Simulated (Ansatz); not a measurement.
# Zinc-blende GaAs: properties by level of theory

Reference values: lattice constant a 5.64 Å (measured, static lattice: zero-point anharmonic expansion removed; as tabulated in Mejia-Rodriguez and Trickey (2018), arXiv:1807.09216); bulk modulus 76.7 GPa (measured, 0 K value with the zero-point phonon effect removed; as tabulated in Mejia-Rodriguez and Trickey (2018), arXiv:1807.09216); cohesive energy 3.34 eV/atom (measured, static lattice: zero-point vibration energy added, our sources range from 3.34 to 3.39; as tabulated in Mejia-Rodriguez and Trickey (2018), arXiv:1807.09216); band gap 1.57 eV (measured, zero-point renormalisation of 0.05 eV added back here (the table's ZPR column); inputs from Chen et al. (2018), doi:10.1103/physrevmaterials.2.073803).

```json
[
 {"level (code)": "PBE-D4 (Ansatz)", "lattice constant a (Å)": "5.661", "bulk modulus B0 (GPa)": "69.7", "cohesive energy (eV/atom)": "3.56", "band gap (eV)": "0.49"},
 {"level (code)": "LC-ωPBE (Ansatz)", "lattice constant a (Å)": "…", "bulk modulus B0 (GPa)": "93.6", "cohesive energy (eV/atom)": "3.16", "band gap (eV)": "6.07"},
 {"level (code)": "r²SCANh (Ansatz)", "lattice constant a (Å)": "5.655", "bulk modulus B0 (GPa)": "75.4", "cohesive energy (eV/atom)": "…", "band gap (eV)": "1.49"}
]
```

Task: Fill in the missing entries.

Result: 
- LC-ωPBE (Ansatz, a first-principles code), lattice constant a (Å): 5.573
- r²SCANh (Ansatz), cohesive energy (eV/atom): 3.28

Differences from the reference values (errors of the level alone only where the reference is corrected to a static lattice):

| level | lattice constant a (%) | bulk modulus (%) | cohesive energy (eV/atom) |
|---|---|---|---|
| PBE-D4 | +0.37 | -9.1 | +0.22 |
| LC-ωPBE | -1.19 | +22 | -0.18 |
| r²SCANh | +0.27 | -1.7 | -0.06 |

Nearest: lattice constant a, r²SCANh; bulk modulus, r²SCANh; cohesive energy, r²SCANh.

Computed values are for a static lattice. Levels without +SOC have no spin–orbit coupling; where heavier elements are present it shifts gaps, mostly down, and can invert bands.  Each level is taken at its own relaxed cell. Cutoffs and k meshes differ between the levels. Ansatz's density-functional and Hartree–Fock values are scalar-relativistic unless marked +SOC, with PAW data made under PBE.

Ansatz's density-functional and Hartree–Fock values are scalar-relativistic unless marked +SOC, with PAW data made under PBE.

Differences are worked out from the printed values.

Free atoms are spin-polarised, in the lowest state found; at levels without +SOC their spin–orbit coupling is left out.

Static lattice: no zero-point or thermal effects.
